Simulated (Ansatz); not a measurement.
# [BH2···H···BH2], doublet: the ladder up to UCCSDT(Q)

Geometry: a point of a hydrogen-transfer path between rigid fragments, not a stationary point.

```xyz
7

B    -1.5252    0.0000    0.0000
H    -2.1219    1.0336    0.0000
H    -2.1219   -1.0336    0.0000
H     0.0658    0.0000    0.0000
B     1.5338    0.0000    0.0000
H     2.0429    0.0000    1.0770
H     2.0429    0.0000   -1.0770
```

Basis cc-pVDZ; Ansatz 0.2.0. Correlated methods freeze the noble-gas cores, which leaves 11 electrons in 51 orbitals. R marks a restricted (for open shells ROHF) determinant, U an unrestricted one. Active spaces: frontier = (9e, 9o) about the gap; pair = (3e, 3o) about the gap.

Full CI isn't at hand for all of this; UCCSDT(Q) serves as the reference, and is uncertain by about the last step of the cluster series. The frozen core follows each run's orbitals, which can shift R against U totals by a few meV.

For open shells CISD is restricted-active-space CI with the open shells as a complete middle space.

* UHF ⟨S²⟩: 0.779
* T1 diagnostic (RCCSD): 0.0179
* largest doubles amplitude (RCCSD): 0.064
* T1 diagnostic (UCCSD): 0.0119

```csv
level,E − E(RHF) (eV)
UHF,-0.2160
RMP2,-4.8674
UMP2,-4.8276
RCCSD,-6.0698
UCCSD,-6.0740
RCCSD(T),-6.1846
UCCSD(T),-6.1834
```

Question: Estimate how far UCCSDT(Q) in cc-pVDZ lies from RCCSD(T). The table doesn't fix it; the size of (T) and the diagnostics are the guide.

Answer: UCCSDT(Q) in cc-pVDZ lies 0.70 kcal/mol below RCCSD(T), which is 26 % of the (T) step (-2.65 kcal/mol). The diagnostics give no warning, yet the rest is a sizeable part of (T).

The other levels:

```tsv
level	E − E(UCCSDT(Q)) (kcal/mol)	share of correlation (%)	wall time
CISD	13.77	90.39	3.1 s
BCCD(T)	0.71	99.50	6.5 s
RCCSDT	0.09	99.93	–
UCCSDT	0.09	99.94	–
RCCSDT(Q)	0.00	100.00	75 s
CASSCF (pair space)	129.26	9.81	–
NEVPT2 (pair space)	30.69	78.59	1.2 s
MRCISD (pair space)	11.63	91.88	–
MRCISD+Q (pair space)	0.61	99.57	1.4 s
CASSCF (frontier space)	100.78	29.68	–
NEVPT2 (frontier space)	30.77	78.53	18 s
```

The correlation energy at UCCSDT(Q), counted from RHF, is -6.215 eV. That run took 63 s on 1 thread of Arm Neoverse V2, shared host.

Times hold each run's SCF and search for its determinant on a shared host, so for small cases they say little of a method's own cost; they ran on 1 thread of Arm Neoverse V2.
